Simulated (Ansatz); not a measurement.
System: rhombohedral A7 Sb. Method: PBE+SOC in Ansatz (PAW).

Settings: plane-wave cutoff 520 eV, 12×12×12 k mesh, Fermi–Dirac smearing 0.1 eV, perturbation theory, PAW data made under PBE.

Computed at the level's own relaxed cell.

Harmonic phonon frequencies (cm⁻¹; i marks an imaginary mode):

```json
[
 {"q point": "Γ", "frequencies": "0 0 0 103 103 144"},
 {"q point": "T", "frequencies": "51 51 68 143 143 160"},
 {"q point": "L", "frequencies": "65 77 81 135 136 150"}
]
```

No imaginary mode appears at these points.

Note: the cell comes from a level without a dispersion term, which matters for the spacing of layers, chains or molecules.

Ansatz is a program for electronic structure.
